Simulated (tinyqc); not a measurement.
Worked calculation: UHF in the sto-3g basis, for LiH, spin multiplicity 3. One step of it, computed by the program tinyqc.

Question. Iteration 1: building the Fock matrix. J_ij = sum D_kl (ij|kl) with D = D(alpha) + D(beta), K_ij = sum D_kl (ik|jl) for each spin; F = H + J - K(s); E = tr D H + tr D J / 2 - 0.5 sum_s tr D(s) K(s) + E_nn.

D(alpha) at the start, lower triangle:
```
            1Li 1s     1Li 2s   1Li 2px   1Li 2py   1Li 2pz     2H 1s
1Li 1s    1.049276
1Li 2s   -0.177746   0.702673
1Li 2px   0.000000   0.000000  0.000000
1Li 2py   0.000000   0.000000  0.000000  0.000000
1Li 2pz   0.091740  -0.404786  0.000000  0.000000  0.546322
2H 1s    -0.096510   0.214516  0.000000  0.000000  0.204074  0.409285
```

D(beta) at the start, lower triangle:
```
            1Li 1s     1Li 2s   1Li 2px   1Li 2py    1Li 2pz     2H 1s
1Li 1s    0.976519
1Li 2s    0.042466   0.001847
1Li 2px   0.000000   0.000000  0.000000
1Li 2py   0.000000   0.000000  0.000000  0.000000
1Li 2pz  -0.002049  -0.000089  0.000000  0.000000   0.000004
2H 1s     0.005811   0.000253  0.000000  0.000000  -0.000012  0.000035
```

core Hamiltonian H = T + V (hartree), lower triangle:
```
            1Li 1s     1Li 2s    1Li 2px    1Li 2py    1Li 2pz      2H 1s
1Li 1s   -4.754467
1Li 2s   -1.068576  -1.404853
1Li 2px   0.000000   0.000000  -1.143501
1Li 2py   0.000000   0.000000   0.000000  -1.143501
1Li 2pz  -0.017852  -0.126504   0.000000   0.000000  -1.245190
2H 1s    -0.360522  -0.744762   0.000000   0.000000  -0.878400  -1.507800
```

Two-electron integrals (ij|kl) in chemists' order, unique and non-zero (hartree):
```
(11|11) 1.680395   (21|11) 0.265420   (21|21) 0.049941   (22|11) 0.397727
(22|21) 0.092860   (22|22) 0.290562   (31|31) 0.008981   (32|31) 0.013788
(32|32) 0.064184   (33|11) 0.396640   (33|21) 0.092880   (33|22) 0.290497
(33|33) 0.312946   (41|41) 0.008981   (42|41) 0.013788   (42|42) 0.064184
(43|43) 0.016869   (44|11) 0.396640   (44|21) 0.092880   (44|22) 0.290497
(44|33) 0.279207   (44|44) 0.312946   (51|51) 0.008981   (52|51) 0.013788
(52|52) 0.064184   (53|53) 0.016869   (54|54) 0.016869   (55|11) 0.396640
(55|21) 0.092880   (55|22) 0.290497   (55|33) 0.279207   (55|44) 0.279207
(55|55) 0.312946   (61|11) 0.084895   (61|21) 0.016042   (61|22) 0.030282
(61|33) 0.029924   (61|44) 0.029924   (61|51) 0.001894   (61|52) 0.003631
(61|55) 0.031011   (61|61) 0.005632   (62|11) 0.163801   (62|21) 0.038529
(62|22) 0.123414   (62|33) 0.117539   (62|44) 0.117539   (62|51) 0.006312
(62|52) 0.035223   (62|55) 0.135034   (62|61) 0.014687   (62|62) 0.081939
(63|31) 0.003433   (63|32) 0.015025   (63|53) 0.005722   (63|63) 0.006590
(64|41) 0.003433   (64|42) 0.015025   (64|54) 0.005722   (64|64) 0.006590
(65|11) 0.193041   (65|21) 0.045963   (65|22) 0.153139   (65|33) 0.143043
(65|44) 0.143043   (65|51) 0.009860   (65|52) 0.053853   (65|55) 0.173136
(65|61) 0.018386   (65|62) 0.112259   (65|65) 0.156757   (66|11) 0.346535
(66|21) 0.083049   (66|22) 0.288633   (66|33) 0.263969   (66|44) 0.263969
(66|51) 0.016613   (66|52) 0.108065   (66|55) 0.337478   (66|61) 0.033452
(66|62) 0.234820   (66|65) 0.335562   (66|66) 0.774606
```

nuclear repulsion = 1.04511628 hartree

Give: Coulomb J; exchange K(alpha); exchange K(beta); F(alpha); F(beta); total energy of this density.

Answer.

Coulomb J (hartree), lower triangle:
```
         1Li 1s  1Li 2s  1Li 2px  1Li 2py  1Li 2pz   2H 1s
1Li 1s   4.1048
1Li 2s   0.7067  1.3722
1Li 2px  0.0000  0.0000   1.3471
1Li 2py  0.0000  0.0000   0.0000   1.3471
1Li 2pz  0.0036  0.0312   0.0000   0.0000   1.4152
2H 1s    0.2298  0.6292   0.0000   0.0000   0.7855  1.5315
```

exchange K(alpha) (hartree), lower triangle:
```
         1Li 1s   1Li 2s  1Li 2px  1Li 2py  1Li 2pz   2H 1s
1Li 1s   1.7024
1Li 2s   0.2772   0.3521
1Li 2px  0.0000   0.0000   0.0697
1Li 2py  0.0000   0.0000   0.0000   0.0697
1Li 2pz  0.0017  -0.0139   0.0000   0.0000   0.3766
2H 1s    0.0941   0.2602   0.0000   0.0000   0.3289  0.6047
```

exchange K(beta) (hartree), lower triangle:
```
         1Li 1s  1Li 2s  1Li 2px  1Li 2py  1Li 2pz   2H 1s
1Li 1s   1.6646
1Li 2s   0.2794  0.0577
1Li 2px  0.0000  0.0000   0.0101
1Li 2py  0.0000  0.0000   0.0000   0.0101
1Li 2pz  0.0003  0.0001   0.0000   0.0000   0.0102
2H 1s    0.0923  0.0194   0.0000   0.0000   0.0025  0.0073
```

F(alpha) (hartree), lower triangle:
```
          1Li 1s   1Li 2s  1Li 2px  1Li 2py  1Li 2pz    2H 1s
1Li 1s   -2.3521
1Li 2s   -0.6390  -0.3847
1Li 2px   0.0000   0.0000   0.1339
1Li 2py   0.0000   0.0000   0.0000   0.1339
1Li 2pz  -0.0159  -0.0814   0.0000   0.0000  -0.2066
2H 1s    -0.2248  -0.3757   0.0000   0.0000  -0.4219  -0.5809
```

F(beta) (hartree), lower triangle:
```
          1Li 1s   1Li 2s  1Li 2px  1Li 2py  1Li 2pz   2H 1s
1Li 1s   -2.3142
1Li 2s   -0.6413  -0.0904
1Li 2px   0.0000   0.0000   0.1935
1Li 2py   0.0000   0.0000   0.0000   0.1935
1Li 2pz  -0.0145  -0.0954   0.0000   0.0000   0.1598
2H 1s    -0.2230  -0.1349   0.0000   0.0000  -0.0954  0.0164
```

total energy of this density = -7.729558 hartree
